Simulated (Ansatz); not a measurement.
Input file for Ansatz (a quantum-chemistry and plane-wave program): R-wB97M-V/def2-TZVPPD on NH3 (SMILES N). Files ending in .json are basis or fitting sets from the Basis Set Exchange.

Ansatz 0.2 input:
```yaml
crystal:
  periodic: [false, false, false]
  atoms:
    - {symbol: N, position_ang: [0.00000000, -0.00401379, -2.31096701]}
    - {symbol: H, position_ang: [-0.81122549, -0.45983060, -2.71043881]}
    - {symbol: H, position_ang: [0.00000000, -0.22249432, -1.32128161]}
    - {symbol: H, position_ang: [0.81122549, -0.45983060, -2.71043881]}
basis:
  gaussian:
    orbitals: def2-TZVPPD.json
hamiltonian:
  xc: {name: wB97M-V}
scf: {lower_state_search: off}
```

It printed:

```
WARN ansatz: RAYON_NUM_THREADS=1 ignored (pool sized by the plan → 1); use --threads N
Functional definition: wB97M-V
these checks for a lower state are left out or cut short: stability, starts, cluster_reference, orbital_swaps, neighbouring_geometries, increment
integrals: 0.01 GiB planned
356 factors; their error is unknown
integrals: 0.05 GiB planned
117 factors; integrals over basis functions are off by at most 8.1e-6 eV
mean field: 0.21 GiB planned
mean field evaluation 1: about -1535.2539 eV, gradient 4.5e1 eV
mean field evaluation 2: about -1535.5288 eV, gradient 4.2e1 eV
mean field evaluation 4: about -1538.8888 eV, gradient 2.3e-1 eV
mean field evaluation 8: about -1538.8873 eV, gradient 2.5e-2 eV
mean field evaluation 16: about -1538.8873 eV, gradient 4.1e-6 eV
mean field -1538.88730145 eV, -56.5530652330 hartree, gradient 4.1e-6 eV, S^2 0.000000; 0 other end points of the search recorded, 0 dependent functions left out
reference -1538.88733455 eV, -56.5530664495 hartree; 5, 5 occupied and 83, 83 virtual orbitals, 356 factors
Total energy: -1538.88733455 eV, -56.5530664495 hartree
Checks for a lower state left out: stability, starts, cluster_reference, orbital_swaps, neighbouring_geometries, increment
```

Self-consistency was reached.

Cost: roughly 0.9 core-seconds.
